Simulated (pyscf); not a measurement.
H₂Si=Se + H₂ -> :HSi–SeH [singlet] + H₂, a concerted two-bond exchange (singlet surface; H–Si, H–H broken, H–Se, H–H formed). Structures and frequencies: ωB97X-D3(BJ)/def2-SVP in PySCF. Energies in eV from the separated reactants.

Small-basis levels: PySCF, no dispersion term, spherical d functions. AM1 to PM7: differences of heats of formation from MOPAC, which are fitted to 298 K values and so differ in kind from electronic energies by zero-point and thermal terms. GFN2-xTB: tblite. Cost: rough CPU time at the saddle relative to B3LYP/6-31G*+LANL2DZ, from one job on a shared machine.

```json
[
 {"level": "HF/3-21G", "barrier": "3.14", "reaction energy": "+0.37", "cost": "0.1"},
 {"level": "HF/6-31G*+LANL2DZ", "barrier": "3.58", "reaction energy": "+0.86", "cost": "0.1"},
 {"level": "MP2/6-31G*+LANL2DZ", "barrier": "3.02", "reaction energy": "+1.03", "cost": "0.2"},
 {"level": "BP86/6-31G*+LANL2DZ", "barrier": "2.00", "reaction energy": "+0.72", "cost": "1"},
 {"level": "B3LYP/3-21G", "barrier": "2.09", "reaction energy": "+0.45", "cost": "1"},
 {"level": "M06-2X/6-31G*+LANL2DZ", "barrier": "2.43", "reaction energy": "+0.73", "cost": "2"},
 {"level": "PBE/def2-SVP", "barrier": "1.56", "reaction energy": "+0.49", "cost": "2"},
 {"level": "B3LYP/def2-SVP", "barrier": "2.03", "reaction energy": "+0.51", "cost": "1"},
 {"level": "GFN2-xTB", "barrier": "2.22", "reaction energy": "+1.52", "cost": "under 0.02"},
 {"level": "AM1", "barrier": "2.37", "reaction energy": "+1.38", "cost": "under 0.02"},
 {"level": "PM6", "barrier": "2.77", "reaction energy": "+1.54", "cost": "under 0.02"},
 {"level": "PM7", "barrier": "2.94", "reaction energy": "+1.38", "cost": "under 0.02"},
 {"level": "ωB97M-D3(BJ)/def2-TZVP", "barrier": "2.23", "reaction energy": "+0.52", "cost": "–"}
]
```

Against the last row the barrier runs from -0.66 (PBE/def2-SVP) to +1.35 eV (HF/6-31G*+LANL2DZ). ωB97M-D3(BJ)/def2-TZVP has limits of its own. The same reactants have a lower exit, to H₃Si–SeH (barrier +0.93 eV at ωB97M-D3(BJ)/def2-TZVP, against +2.23 eV here). This is the saddle that the search found; another between the same sides may lie lower. In the def2 sets elements up to Kr have no core potential.
